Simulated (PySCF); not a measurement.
Here is a computed PBE0-D3(BJ)/def2-SVP geometry (Å):
```
atom  x, y, z in Å
O1    -1.259   -0.215   -1.719
Mo2   -0.425   -0.033   -0.315
Cl3   -2.069   -0.067    1.373
Cl4    0.110   -2.226    0.379
Cl5   -0.333    2.299    0.049
Cl6    1.847    0.133   -0.934
```

Charge -1 and doublet state.

Question: Read off the bonds between heavy atoms and their formal orders.

Answer: O1–Mo2 1.64 Å (double); Mo2–Cl3 2.36 Å (single); Mo2–Cl4 2.36 Å (single); Mo2–Cl5 2.36 Å (single); Mo2–Cl6 2.36 Å (single). The orders are those of one drawing; other resonance forms can be drawn.

Question: Give the structure as a SMILES string.

Answer: `[O]=[Mo-]([Cl])([Cl])([Cl])[Cl]`, [Cl4MoO]-, [MoOCl4]-.

Question: What is the point group of this geometry?

Answer: C4v (tolerance 0.08 Å).

Question: Classify the heavy atoms.

Answer: O1: oxygen bonded to Mo; Mo2: molybdenum bonded to 4 Cl and O; Cl3/Cl4/Cl5/Cl6: chlorine bonded to Mo.

Question: What is the arrangement about Mo2?

Answer: It has 5 neighbours (O1, Cl3, Cl4, Cl5, Cl6) and is square pyramidal (τ5 = (β − α)/60° = 0.00 from the two widest angles, 149.6° and 149.3° (0 for a square pyramid, 1 for a trigonal bipyramid)).
